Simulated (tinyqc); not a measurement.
Worked calculation: RKS/PBE in the sto-3g basis, for LiH, spin multiplicity 1. One step of it, computed by the program tinyqc.

Question. Iteration 1: building the Kohn-Sham matrix. J_ij = sum D_kl (ij|kl); F = H + J + V_xc; E = tr D H + tr D J / 2 + E_xc + E_nn.

D at the start, order 1Li 1s, 1Li 2s, 1Li 2px, 1Li 2py, 1Li 2pz, 2H 1s:
$$\begin{pmatrix}
2.077015 & -0.296923 & 0.000000 & 0.000000 & -0.186211 & -0.065809 \\
-0.296923 & 1.127228 & 0.000000 & 0.000000 & 0.848984 & 0.325633 \\
0.000000 & 0.000000 & 0.000000 & 0.000000 & 0.000000 & 0.000000 \\
0.000000 & 0.000000 & 0.000000 & 0.000000 & 0.000000 & 0.000000 \\
-0.186211 & 0.848984 & 0.000000 & 0.000000 & 0.640123 & 0.245628 \\
-0.065809 & 0.325633 & 0.000000 & 0.000000 & 0.245628 & 0.094268
\end{pmatrix}$$

core Hamiltonian H = T + V (hartree), order 1Li 1s, 1Li 2s, 1Li 2px, 1Li 2py, 1Li 2pz, 2H 1s:
$$\begin{pmatrix}
-4.593083 & -1.029670 & 0.000000 & 0.000000 & -0.005148 & -0.014436 \\
-1.029670 & -1.289937 & 0.000000 & 0.000000 & -0.059712 & -0.195828 \\
0.000000 & 0.000000 & -1.049389 & 0.000000 & 0.000000 & 0.000000 \\
0.000000 & 0.000000 & 0.000000 & -1.049389 & 0.000000 & 0.000000 \\
-0.005148 & -0.059712 & 0.000000 & 0.000000 & -1.089044 & -0.292492 \\
-0.014436 & -0.195828 & 0.000000 & 0.000000 & -0.292492 & -1.027546
\end{pmatrix}$$

Two-electron integrals (ij|kl) in chemists' order, unique and non-zero (hartree):
```
(11|11) 1.680395   (21|11) 0.265420   (21|21) 0.049941   (22|11) 0.397727
(22|21) 0.092860   (22|22) 0.290562   (31|31) 0.008981   (32|31) 0.013788
(32|32) 0.064184   (33|11) 0.396640   (33|21) 0.092880   (33|22) 0.290497
(33|33) 0.312946   (41|41) 0.008981   (42|41) 0.013788   (42|42) 0.064184
(43|43) 0.016869   (44|11) 0.396640   (44|21) 0.092880   (44|22) 0.290497
(44|33) 0.279207   (44|44) 0.312946   (51|51) 0.008981   (52|51) 0.013788
(52|52) 0.064184   (53|53) 0.016869   (54|54) 0.016869   (55|11) 0.396640
(55|21) 0.092880   (55|22) 0.290497   (55|33) 0.279207   (55|44) 0.279207
(55|55) 0.312946   (61|11) 0.003167   (61|21) 0.000617   (61|22) 0.001232
(61|33) 0.001210   (61|44) 0.001210   (61|51) 0.000101   (61|52) 0.000207
(61|55) 0.001277   (61|61) 0.000009   (62|11) 0.034639   (62|21) 0.008316
(62|22) 0.031756   (62|33) 0.029842   (62|44) 0.029842   (62|51) 0.001138
(62|52) 0.010009   (62|55) 0.035545   (62|61) 0.000135   (62|62) 0.009236
(63|31) 0.000292   (63|32) 0.002003   (63|53) 0.001059   (63|63) 0.000319
(64|41) 0.000292   (64|42) 0.002003   (64|54) 0.001059   (64|64) 0.000319
(65|11) 0.051860   (65|21) 0.012475   (65|22) 0.048175   (65|33) 0.045049
(65|44) 0.045049   (65|51) 0.001758   (65|52) 0.015647   (65|55) 0.054369
(65|61) 0.000205   (65|62) 0.014594   (65|65) 0.023097   (66|11) 0.186987
(66|21) 0.045088   (66|22) 0.184206   (66|33) 0.171747   (66|44) 0.171747
(66|51) 0.005146   (66|52) 0.058101   (66|55) 0.208787   (66|61) 0.000716
(66|62) 0.074551   (66|65) 0.119271   (66|66) 0.774606
```

nuclear repulsion = 0.56096524 hartree

V_xc (hartree), order 1Li 1s, 1Li 2s, 1Li 2px, 1Li 2py, 1Li 2pz, 2H 1s:
$$\begin{pmatrix}
-1.091629 & -0.142547 & 0.000000 & 0.000000 & -0.005397 & -0.001790 \\
-0.142547 & -0.187196 & 0.000000 & 0.000000 & -0.065977 & -0.033916 \\
0.000000 & 0.000000 & -0.181939 & 0.000000 & 0.000000 & 0.000000 \\
0.000000 & 0.000000 & 0.000000 & -0.181939 & 0.000000 & 0.000000 \\
-0.005397 & -0.065977 & 0.000000 & 0.000000 & -0.192358 & -0.052594 \\
-0.001790 & -0.033916 & 0.000000 & 0.000000 & -0.052594 & -0.275053
\end{pmatrix}$$

E_xc = sum of w rho eps_xc = -2.10756812 hartree

Give: Coulomb J; Kohn-Sham matrix F; total energy of this density.

Answer.

Coulomb J (hartree), order 1Li 1s, 1Li 2s, 1Li 2px, 1Li 2py, 1Li 2pz, 2H 1s:
$$\begin{pmatrix}
4.1001 & 0.7015 & 0.0000 & 0.0000 & 0.0221 & 0.0090 \\
0.7015 & 1.3460 & 0.0000 & 0.0000 & 0.1235 & 0.1623 \\
0.0000 & 0.0000 & 1.3324 & 0.0000 & 0.0000 & 0.0000 \\
0.0000 & 0.0000 & 0.0000 & 1.3324 & 0.0000 & 0.0000 \\
0.0221 & 0.1235 & 0.0000 & 0.0000 & 1.3658 & 0.2474 \\
0.0090 & 0.1623 & 0.0000 & 0.0000 & 0.2474 & 0.9797
\end{pmatrix}$$

Kohn-Sham matrix F (hartree), order 1Li 1s, 1Li 2s, 1Li 2px, 1Li 2py, 1Li 2pz, 2H 1s:
$$\begin{pmatrix}
-1.5847 & -0.4707 & 0.0000 & 0.0000 & 0.0116 & -0.0072 \\
-0.4707 & -0.1312 & 0.0000 & 0.0000 & -0.0022 & -0.0674 \\
0.0000 & 0.0000 & 0.1011 & 0.0000 & 0.0000 & 0.0000 \\
0.0000 & 0.0000 & 0.0000 & 0.1011 & 0.0000 & 0.0000 \\
0.0116 & -0.0022 & 0.0000 & 0.0000 & 0.0844 & -0.0977 \\
-0.0072 & -0.0674 & 0.0000 & 0.0000 & -0.0977 & -0.3229
\end{pmatrix}$$

total energy of this density = -7.586520 hartree

This density is the starting one.
